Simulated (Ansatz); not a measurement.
# H2O (singlet): the correlation ladder at distance O1–H2 = 0.884 Å, 6-31G

Aim: climb from Hartree-Fock through coupled cluster and multireference methods for H2O (singlet) at one geometry and basis, and see what each rung misses.

The runs use Ansatz 0.2.0, Gaussian basis; 6-31G, core rule «outside noble gas», up to 1 orbitals frozen.

Plan: UHF; CCSD(T) on RHF; BCCD(T) on RHF; CISD; CCSDT(Q) on RHF; CISDTQ; CCSDTQ on RHF; CASSCF and MRCISD+Q, 2 electrons in 2 orbitals; CASSCF and NEVPT2, 2 electrons in 2 orbitals; CASSCF and MRCISD+Q, 8 electrons in 6 orbitals; CASSCF and NEVPT4(SD), 8 electrons in 6 orbitals; CASSCF and NEVPT2, 8 electrons in 6 orbitals; Full CI.

28 further runs of the same task are left out: 1 for a mislabelled method, 21 that didn't finish, 6 set aside as unsound or not needed.

### Step 1. The geometry

The geometry derives from a PBE0/def2-TZVP stationary point (not a proven minimum). One bond is set to the value named and the two fragments are kept rigid.

3 atoms, charge 0, spin multiplicity 1.

Atoms are counted from 1 here; the program's logs count them from 0.

Bond lengths: O1–H2 0.884 Å, O1–H3 0.960 Å. Angles: H2–O1–H3 105.1°.

### Step 2. UHF

Input file in.yaml:

```yaml
crystal:
  periodic: [false, false, false]
  atoms:
    - {symbol: O, position_ang: [0.000000, -0.062747, -0.003354]}
    - {symbol: H, position_ang: [0.000000, 0.475032, -0.704958]}
    - {symbol: H, position_ang: [0.000000, 0.520981, 0.758196]}
basis:
  gaussian: {orbitals: 6-31G}
magnetization: {spin_polarized: true, initial_magnetization: 0}
hamiltonian: {xc: hf}
output: {orbitals: {seedname: orbitals}}
```

The run is started by

```sh
ansatz run in.yaml --threads 1 --pin off --events-out ev --progress --plain --max-ram 2393MiB
```

The runs that follow: CCSD(T) on RHF; BCCD(T) on RHF; CISD; CCSDT(Q) on RHF; CISDTQ; CCSDTQ on RHF; CASSCF and MRCISD+Q, 2 electrons in 2 orbitals; CASSCF and NEVPT2, 2 electrons in 2 orbitals; CASSCF and MRCISD+Q, 8 electrons in 6 orbitals; CASSCF and NEVPT4(SD), 8 electrons in 6 orbitals; CASSCF and NEVPT2, 8 electrons in 6 orbitals; Full CI.

**Question.** What will the summary of the whole plan be? Wanted: FCI below the RHF energy; RMP2 from FCI; RCCSD from FCI; RCCSD(T) from FCI; RCCSDT(Q) from FCI; NEVPT2 pair from FCI; MRCISD+Q pair from FCI; NEVPT2 valence from FCI; T1 diagnostic.

The runs gave:

| quantity | value |
| --- | --- |
| FCI below the RHF energy | -3.6026 eV |
| RMP2 from FCI | +5.00 kcal/mol |
| RCCSD from FCI | +0.86 kcal/mol |
| RCCSD(T) from FCI | +0.30 kcal/mol |
| RCCSDT(Q) from FCI | -0.01 kcal/mol |
| NEVPT2 pair from FCI | +3.15 kcal/mol |
| MRCISD+Q pair from FCI | +0.77 kcal/mol |
| NEVPT2 valence from FCI | +6.60 kcal/mol |
| levels within 1 kcal/mol (43 meV) | RCCSD, RCCSD(T), BCCD(T), RCCSDT, CISDTQ, RCCSDT(Q), RCCSDTQ, MRCISD+Q pair, MRCISD+Q valence |
| T1 diagnostic | 0.006 |
| effectively unpaired electrons | 0.01 |

In words: RCCSD(T) misses by +0.30 kcal/mol, 0.4 % of the correlation energy. One determinant dominates. Of the multireference levels listed MRCISD+Q valence comes nearest in total energy (+0.44 kcal/mol), which doesn't show that its space is the better one. These misses are within one basis, not against nature.
